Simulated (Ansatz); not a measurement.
This Ansatz (a first-principles code) input (B3LYP/3-21G) gives -954.39435 Eh with 37 basis functions. A basis named .json is the Basis Set Exchange file of that set (core-valence sets with the plain set on hydrogen).

Ansatz 0.2 input:
```yaml
crystal:
  periodic: [false, false, false]
  atoms:
    - {symbol: C, position_ang: [0.15843431, -0.00360145, 0.66878908]}
    - {symbol: Cl, position_ang: [-0.06875929, 1.47284799, -0.15074332]}
    - {symbol: Cl, position_ang: [-0.03583858, -1.47140540, -0.17439705]}
    - {symbol: H, position_ang: [0.82755792, -0.00291530, 1.51465181]}
basis:
  gaussian:
    orbitals: 3-21G.json
hamiltonian:
  xc: {name: B3LYP}
magnetization: {spin_polarized: true, initial_magnetization: 1}
```

Change:
```diff
- orbitals: 3-21G.json
+ orbitals: aug-cc-pV_Q+d_Z.json
```

### Question
What does the run give now?

### Answer
-959.14239 Eh (B3LYP/aug-cc-pV(Q+d)Z, 304 functions), a change of -4748.04 mEh.
